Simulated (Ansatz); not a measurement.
# NO2F: one species, many methods

An exercise on one series of results from a longer session: the logs are not shown, and one member is left open.

Method: functionals in def2-TZVPP, the program's frozen cores in correlated methods; program: Ansatz 0.2.0, Gaussian basis.

Plan: LDA (SPW92), PBE-D4, revPBE-D4, BLYP-D4, r2SCAN-D4, B97M-V, PBE0-D4, B3LYP-D4, r2SCANh-D4, r2SCAN0-D4, HSE06-D4, BHLYP-D4, CAM-B3LYP-D4, LC-ωPBE, ωB97X-V, ωB97M-V, B2PLYP, PBE-QIDH; CCSD(T)/def2-SVP; CCSD(T)/def2-TZVPP; CCSD(T)/def2-QZVPP; extrapolation to the limit; RPA on PBE.

### The geometry

All runs share one geometry, relaxed beforehand with PBE0-D4 in a triple-zeta def2 set.

SMILES `O=[N+]([O-])F`, 4 atoms, charge 0, spin multiplicity 1.

Atoms are counted from 1 here; the program's logs count them from 0.

Bond lengths: O1–N2 1.170 Å, N2–O3 1.170 Å, N2–F4 1.442 Å. Angles: O1–N2–O3 135.6°, O1–N2–F4 112.2°, O3–N2–F4 112.2°.

The first run:

The input, in.yaml:

```yaml
crystal:
  periodic: [false, false, false]
  atoms:
    - {symbol: O, position_ang: [0.188308, 0.470090, 1.120184]}
    - {symbol: N, position_ang: [0.079777, -0.071816, 0.089168]}
    - {symbol: O, position_ang: [0.476620, -1.068612, -0.377039]}
    - {symbol: F, position_ang: [-0.744705, 0.670339, -0.832313]}
basis:
  gaussian: {orbitals: def2-TZVPP}
hamiltonian: {xc: lda}
output: {orbitals: {seedname: orbitals}}
```

Started as:

```bash
> ansatz run in.yaml --threads 4 --pin off --events-out ev --progress --plain --max-ram 10444MiB
```

Among the steps run: LDA; PBE-D4 (GGA); revPBE-D4 (GGA); BLYP-D4 (GGA); r2SCAN-D4 (meta-GGA); B97M-V (meta-GGA); PBE0-D4 (hybrid); B3LYP-D4 (hybrid); r2SCANh-D4 (hybrid); r2SCAN0-D4 (hybrid); HSE06-D4 (hybrid); BHLYP-D4 (hybrid); CAM-B3LYP-D4 (range-separated); LC-ωPBE (range-separated); ωB97X-V (range-separated); ωB97M-V (range-separated); B2PLYP (double hybrid); PBE-QIDH (double hybrid).

One table of the session follows, with a row left open; its other results are not shown here.

It belongs to the step «Orbital energies across the functionals». 

```
  functional  HOMO (eV)  LUMO (eV)  gap (eV)
 LDA (SPW92)      -8.69      -3.91      4.78
      PBE-D4      -8.44      -3.58      4.86
   revPBE-D4      -8.35      -3.46      4.89
     BLYP-D4      -8.39      -3.56      4.84
   r2SCAN-D4      -8.92      -3.50      5.43
      B97M-V          ?          ?         ?
     PBE0-D4     -10.43      -2.54      7.88
    B3LYP-D4     -10.15      -2.90      7.25
  r2SCANh-D4      -9.66      -3.10      6.56
  r2SCAN0-D4     -10.77      -2.49      8.28
    HSE06-D4     -10.01      -2.93      7.08
    BHLYP-D4     -12.39      -1.42     10.97
CAM-B3LYP-D4     -11.99      -1.40     10.59
     LC-ωPBE     -13.27      -0.07     13.20
     ωB97X-V     -12.94      -0.07     12.86
     ωB97M-V     -12.89      -0.06     12.82
```

Q: Estimate the row for B97M-V from the others.

**Answer.** HOMO (eV): -9.06; LUMO (eV): -3.35; gap (eV): 5.72. In the column «HOMO (eV)» it lies between r2SCANh-D4 (-9.66) and r2SCAN-D4 (-8.92).
